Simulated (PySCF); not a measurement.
**C2HF (fluoroacetylene): levels of theory compared**

Aim: a comparison of 5 runs (HF/STO-3G, HF/3-21G, B2PLYP/pcseg-1, PBE0/def2-SVP, MP2/3-21G) of C2HF (fluoroacetylene). 

Program for the calculation: PySCF 2.14.0.

## (1) The system as given

C2HF: 4 atoms, total charge 0, spin state singlet. SMILES: `C#CF`. Geometry: relaxed at PBE0-D4/def2-TZVP.

Bond lengths: C1–C2 1.192 Å, C2–F3 1.270 Å, C1–H4 1.063 Å. Angles: C1–C2–F3 180.0°, C2–C1–H4 180.0°.

## (2) Energy and gradient at HF/STO-3G (run 1)

calc.py

```python
import pyscf.grad
from pyscf import gto, scf

mol = gto.M(
    atom='C -0.361030 0.453110 -0.290220; C 0.303270 -0.380840 0.243810; F 1.010600 -1.269010 0.812300; H -0.952830 1.196740 -0.765890',
    charge=0,
    spin=0,
    verbose=4,
    basis='sto-3g',
    max_memory=1860,
)

mf = scf.RHF(mol)
mf.conv_tol = 1e-10
mf.kernel()
if not mf.converged:
    mf = mf.newton().run(mf.mo_coeff, mf.mo_occ)

energy = mf.e_tot
print('Final energy', energy)
grad = mf.Gradients().kernel()
dip = mf.dip_moment()
pop, q = mf.mulliken_pop()
```

Launch:

```sh
OMP_NUM_THREADS=1 python calc.py
```

What it wrote:

```text
PySCF version 2.14.0

[... 56 lines left out ...]
converged SCF energy = -173.302497560074
Final energy -173.3024975600744
[... 10 lines left out ...]
Dipole moment(X, Y, Z, Debye): -0.27160,  0.34147, -0.21824
[... 21 lines left out ...]
charge of    3H =      0.11459
```

It took 0.97 s on 1 thread of Intel Xeon Platinum 8259CL at 2.50GHz (Skylake/Cascade Lake), shared host; peak memory 0.12 GiB.

## (3) Energy and gradient at HF/3-21G (run 2)

calc.py

```python
import pyscf.grad
from pyscf import gto

mol = gto.M(
    atom='C -0.361030 0.453110 -0.290220; C 0.303270 -0.380840 0.243810; F 1.010600 -1.269010 0.812300; H -0.952830 1.196740 -0.765890',
    spin=0,
    basis='3-21g',
    verbose=3,
    max_memory=1860,
)

mf = mol.RHF()
mf.conv_tol = 1e-10
mf.kernel()
if not mf.converged:
    mf = mf.newton().run(mf.mo_coeff, mf.mo_occ)

etot = mf.e_tot
print('Final energy', etot)
grad = mf.Gradients().kernel()
dip = mf.dip_moment()
pop, q = mf.mulliken_pop()
```

Launch:

```sh
OMP_NUM_THREADS=1 python calc.py
```

What it wrote:

```text
converged SCF energy = -174.691341234839
Final energy -174.691341234839
--------------- RHF gradients ---------------
         x                y                z
0 C    -0.0131868390     0.0164967396    -0.0106102842
1 C     0.0398281565    -0.0499802174     0.0320263951
2 F    -0.0199516989     0.0250517247    -0.0160407321
3 H    -0.0066896186     0.0084317531    -0.0053753788
----------------------------------------------
Dipole moment(X, Y, Z, Debye): -0.59491,  0.74782, -0.47809
 ** Mulliken pop  **
pop of  0 C 1s            1.98622
pop of  0 C 2s            0.40677
pop of  0 C 3s            0.63408
pop of  0 C 2px           0.52351
pop of  0 C 2py           0.55444
pop of  0 C 2pz           0.50455
pop of  0 C 3px           0.51802
pop of  0 C 3py           0.47231
pop of  0 C 3pz           0.54618
pop of  1 C 1s            1.98646
pop of  1 C 2s            0.40808
pop of  1 C 3s            0.83863
pop of  1 C 2px           0.52272
pop of  1 C 2py           0.53996
pop of  1 C 2pz           0.51216
pop of  1 C 3px           0.35165
pop of  1 C 3py           0.25408
pop of  1 C 3pz           0.41156
pop of  2 F 1s            1.98607
pop of  2 F 2s            0.44870
pop of  2 F 3s            1.58552
pop of  2 F 2px           0.82528
pop of  2 F 2py           0.77938
pop of  2 F 2pz           0.85346
pop of  2 F 3px           0.96777
pop of  2 F 3py           0.94133
pop of  2 F 3pz           0.98401
pop of  3 H 1s            0.44433
pop of  3 H 2s            0.21278
 ** Mulliken atomic charges  **
charge of    0C =     -0.14608
charge of    1C =      0.17470
charge of    2F =     -0.37150
charge of    3H =      0.34289
```

Run time: 0.99 s. Hardware: 1 thread of Intel Xeon Platinum 8259CL at 2.50GHz (Skylake/Cascade Lake), shared host; peak memory 0.12 GiB.

Run 3 isn't shown in full; the table further down has it.

## (4) Energy and gradient at PBE0/def2-SVP (run 4)

run.py

```python
# C#CF
import pyscf.grad
from pyscf import gto, dft

mol = gto.M(
    atom='''
C     -0.682248     0.856254    -0.548436
C      0.573097    -0.719683     0.460734
F      1.909757    -2.398081     1.535025
H     -1.800588     2.261511    -1.447322
''',
    charge=0,
    spin=0,
    basis='def2-svp',
    max_memory=1860,
    unit='bohr',
    verbose=4,
)

mf = dft.RKS(mol, xc='pbe0')
mf.grids.level = 5
mf.conv_tol = 1e-10
mf.kernel()
if not mf.converged:
    mf = mf.newton().run(mf.mo_coeff, mf.mo_occ)

e_tot = mf.e_tot
print('E = %.10f Eh' % e_tot)
grad = mf.Gradients().kernel()
mf.analyze()
```

Launch:

```sh
OMP_NUM_THREADS=1 python run.py
```

What it wrote:

```text
PySCF version 2.14.0

[... 86 lines left out ...]
Two-electron Energy =                  119.621549608505404
[... 8 lines left out ...]
MO #5   energy= -0.784148010250041 occ= 2
[... 6 lines left out ...]
MO #12  energy= 0.0702918931981238 occ= 0
[... 6 lines left out ...]
MO #19  energy= 0.473959969039162  occ= 0
[... 6 lines left out ...]
MO #26  energy= 1.17331807113852   occ= 0
[... 6 lines left out ...]
MO #33  energy= 1.75994626468377   occ= 0
[... 6 lines left out ...]
MO #40  energy= 2.55310080653687   occ= 0
[... 6 lines left out ...]
MO #47  energy= 4.2711544153498    occ= 0
[... 54 lines left out ...]
Dipole moment(X, Y, Z, Debye): -0.28501,  0.35849, -0.22904
```

Wall time 7.8 s (1 thread of Intel Xeon Platinum 8259CL at 2.50GHz (Skylake/Cascade Lake), shared host); peak memory 0.49 GiB.

## (5) Energy and forces at MP2/3-21G (run 5)

run.py

```python
from pyscf import gto, scf, mp

mol = gto.M(
    atom='''
C     -0.682248     0.856254    -0.548436
C      0.573097    -0.719683     0.460734
F      1.909757    -2.398081     1.535025
H     -1.800588     2.261511    -1.447322
''',
    unit='bohr',
    basis='3-21g',
    max_memory=1860,
    verbose=3,
)

mf = scf.RHF(mol)
mf.conv_tol = 1e-10
mf.kernel()
if not mf.converged:
    mf = mf.newton().run(mf.mo_coeff, mf.mo_occ)

pt = mp.MP2(mf, frozen=3).run()
e_tot = pt.e_tot
print('E = %.10f Eh' % e_tot)
grad = pt.nuc_grad_method().kernel()
dip = mf.dip_moment()
pop, q = mf.mulliken_pop()
```

Launch:

```sh
OMP_NUM_THREADS=1 python run.py
```

What it wrote:

```text
converged SCF energy = -174.691341254304
E(RMP2) = -174.990772838322  E_corr = -0.29943158401834
E(SCS-RMP2) = -174.984774810087  E_corr = -0.293433555782981
E = -174.9907728383 Eh
--------------- RMP2 gradients ---------------
         x                y                z
0 C     0.0249822082    -0.0313935369     0.0200776169
1 C     0.0106217723    -0.0133307873     0.0085415459
2 F    -0.0344425699     0.0432488282    -0.0276861432
3 H    -0.0011614107     0.0014754960    -0.0009330196
----------------------------------------------
Dipole moment(X, Y, Z, Debye): -0.59491,  0.74782, -0.47809
 ** Mulliken pop  **
pop of  0 C 1s            1.98622
pop of  0 C 2s            0.40677
pop of  0 C 3s            0.63408
pop of  0 C 2px           0.52351
pop of  0 C 2py           0.55444
pop of  0 C 2pz           0.50455
pop of  0 C 3px           0.51802
pop of  0 C 3py           0.47231
pop of  0 C 3pz           0.54618
pop of  1 C 1s            1.98646
pop of  1 C 2s            0.40808
pop of  1 C 3s            0.83863
pop of  1 C 2px           0.52272
pop of  1 C 2py           0.53996
pop of  1 C 2pz           0.51216
pop of  1 C 3px           0.35165
pop of  1 C 3py           0.25408
pop of  1 C 3pz           0.41156
pop of  2 F 1s            1.98607
pop of  2 F 2s            0.44870
pop of  2 F 3s            1.58552
pop of  2 F 2px           0.82528
pop of  2 F 2py           0.77938
pop of  2 F 2pz           0.85346
pop of  2 F 3px           0.96777
pop of  2 F 3py           0.94133
pop of  2 F 3pz           0.98401
pop of  3 H 1s            0.44433
pop of  3 H 2s            0.21278
 ** Mulliken atomic charges  **
charge of    0C =     -0.14608
charge of    1C =      0.17470
charge of    2F =     -0.37150
charge of    3H =      0.34289
```

It took 1.2 s on 1 thread of Intel Xeon Platinum 8259CL at 2.50GHz (Skylake/Cascade Lake), shared host; peak memory 0.13 GiB.

## (6) Overview of the runs

```
run           level      task  frozen core orbitals  energy (Eh)  dipole moment (D) of the reference  HOMO energy (eV)  LUMO energy (eV)  wall time
  1       HF/STO-3G  gradient                     –  -173.302498                                0.49             -9.02             11.02     0.97 s
  2        HF/3-21G  gradient                     –  -174.691341                                1.07            -11.36              6.58     0.99 s
  3  B2PLYP/pcseg-1    energy                     3  -176.349735                                0.75             -9.53              2.76      6.9 s
  4   PBE0/def2-SVP  gradient                     –  -176.218333                                0.51             -8.24              1.91      7.8 s
  5       MP2/3-21G  gradient                     3  -174.990773                                1.07            -11.36              6.58      1.2 s
```

## (7) Summary of results

| quantity | value |
| --- | --- |
| run 5: total energy | -174.99077 Eh |
| run 5: dipole moment (Hartree–Fock density) | 1.07 D |
| run 5: HOMO energy (Hartree–Fock orbitals) | -11.36 eV |
| run 5: LUMO energy (Hartree–Fock orbitals) | 6.58 eV |
| run 5: HOMO–LUMO gap (Hartree–Fock orbitals) | 17.94 eV |
| run 5: correlation energy (3 core orbitals frozen) | -299.4 mEh |
| run 5: largest force on an atom | 3.180 eV/Å |

In words: Over runs 1, 2, 3, 4 the dipole moment (its size) runs from 0.49 D (HF/STO-3G) to 1.07 D (HF/3-21G). Over runs 1, 2, 3, 4 the HOMO–LUMO gap runs from 10.15 eV (PBE0/def2-SVP) to 20.04 eV (HF/STO-3G). The two ends differ in method and basis. Totals of different functionals can't be ranked against each other. In run 1 the basis is minimal, so the values are rough. All runs together took 18 s, the longest 7.8 s.
